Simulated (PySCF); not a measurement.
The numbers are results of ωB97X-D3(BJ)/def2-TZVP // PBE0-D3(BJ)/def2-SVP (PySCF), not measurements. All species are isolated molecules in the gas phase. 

Reference species (SMILES): `C#N` (neutral, multiplicity 1).

- HOMO: -12.97 eV

Changed species: `O` (free base H2O; the reference has free base NCH).

Q: Give the shifts of the HOMO.

A: the HOMO increases by 1.35 eV, to -11.62 eV.
